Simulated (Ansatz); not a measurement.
Structure relaxation of Sb

These are results of DFT PBEsol, scalar-relativistic, plane waves, PAW (Ansatz 0.2.0), not measurements. Cutoff 420 eV, Γ-centred k mesh, Gaussian smearing, no spin polarisation in the final step.

Sb was placed on the simple hexagonal structure type (P6/mmm, No. 191), at a guessed volume.

```
Sb
1.0
     3.34897    0.00000    0.00000
    -1.67449    2.90029    0.00000
     0.00000    0.00000    3.12919
Sb
1
Direct
  0.00000 0.00000 0.00000
```

Cell and atoms relax at zero pressure; the relaxation can't lower the symmetry of the start. After a coarse first stage the cell is made exact in the group found at 0.06 Å.

Energies count from the standard state of Sb at the same level.

(1) Describe the relaxed structure.

(2) What are its volume, energy, density and gap?

Results:

(1) It keeps P6/mmm (No. 191). The result has the simple hexagonal structure. Conventional cell: a = 3.232 Å, c = 3.073 Å. Sb has 8 Sb at 3.07–3.23 Å.

```cif
data_structure
_symmetry_space_group_name_H-M 'P6/mmm'
_symmetry_Int_Tables_number 191
_cell_length_a 3.2324
_cell_length_b 3.2324
_cell_length_c 3.0730
_cell_angle_alpha 90.000
_cell_angle_beta 90.000
_cell_angle_gamma 120.000
_cell_volume 27.81
loop_
_atom_site_label
_atom_site_type_symbol
_atom_site_symmetry_multiplicity
_atom_site_Wyckoff_symbol
_atom_site_fract_x
_atom_site_fract_y
_atom_site_fract_z
_atom_site_occupancy
Sb1 Sb 1 a 0.00000 0.00000 0.00000 1
```

(2) The volume per atom is 27.81 Å³ and the density is 7.27 g/cm³. The energy over the standard structure is 0.12 eV/atom and the gap on the 21×21×18 mesh is 0 eV (a metal).

The final run used a 21×21×18 mesh on its 1-atom cell and 0.10 eV smearing. For metals, differences of a few meV/atom aren't resolved. Spin–orbit coupling is left out. A structure relaxed within its symmetry needn't be a true minimum. The steps took roughly 24 core-seconds in all.